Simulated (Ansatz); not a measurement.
## Structure relaxation of KNiF₃

Computed with DFT r2SCAN, scalar-relativistic, plane waves, PAW in Ansatz. Cutoff 500 eV, Γ-centred k mesh, Gaussian smearing, collinear spin, first started from parallel moments.

A relaxed cell is given with its space group left out.

```yaml
crystal:
  lattice:
    - [4.00807, 0.00000, 0.00000]
    - [0.00000, 4.00807, 0.00000]
    - [0.00000, 0.00000, 4.00807]
  atoms:
    - { symbol: K, position: [0.00000, 0.00000, 0.00000] }
    - { symbol: Ni, position: [0.50000, 0.50000, 0.50000] }
    - { symbol: F, position: [0.00000, 0.50000, 0.50000] }
    - { symbol: F, position: [0.50000, 0.00000, 0.50000] }
    - { symbol: F, position: [0.50000, 0.50000, 0.00000] }
```

Energies over the elements count from the elements' standard structures at the same level (F₂ as a molecule), with no empirical corrections.

What space group does it have?

Pm-3m (No. 221). Conventional cell: a = 4.008 Å. K has 12 F at 2.83 Å; around Ni lie 6 F at 2.00 Å; F has 2 Ni at 2.00 Å.

What is its formation energy per atom?

-2.620 eV/atom.

Is it a metal?

No, the gap on the 8×8×8 mesh is 2.48 eV.

What net moment does it keep?

0.40 μB per atom, with site moments up to 1.74 μB.

The final run used a 8×8×8 mesh on its 5-atom cell and 0.02 eV smearing. The magnetic state reached may not be the lowest.

Symmetry holds off the tilts and polar distortions that many cubic perovskites undergo.

Cost: 2 runs of about 1.1 core-minutes in all, on Arm Neoverse V1 (shared hosts).